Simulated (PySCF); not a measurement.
Planning a core-ionisation job on Si(NH2)2H2, `N[SiH2]N`.

Method: delta-SCF UKS SCAN, pcX-2 on the ionised atom, pcseg-1 elsewhere, spin-free X2C (PySCF 2.14.0). Geometry: PBE0-D3(BJ)/def2-SVP. Work: ΔSCF core ionisation, 3 holes, density fitting. A driver script takes a list of jobs; this job's settings line and coordinates (Å) are shown.

Input:
```
{"job": {"kind": "xps", "metal_2p": true}, "charge": 0, "multiplicity": 1}
Si    -0.445708     0.012369    -0.327463
N     -0.462939     0.103325     1.393108
H     -0.053618    -0.624800     1.966395
H     -1.197200     0.602826     1.878878
N      1.190244    -0.125035    -0.853641
H      1.882181     0.580573    -0.631025
H      1.409485    -0.612285    -1.713753
H     -1.212236     1.234611    -0.743575
H     -1.110210    -1.171594    -0.968923
```

Hardware: one thread of an x86-64 server, shared host.

How large is the largest of the mixed bases?

118 functions.

How long does the run take?

About 7.1 s. The run took 41 SCF cycles in all, 2.4 s a hole on average.

The host was shared with other jobs, so the times are rough.

The run converged: Si1s of Si1 1846.89 eV; Si2p of Si1 107.10 eV (mean of the 2p shell); N1s of N2 404.53 eV; one atom stands for each set of equivalent ones.
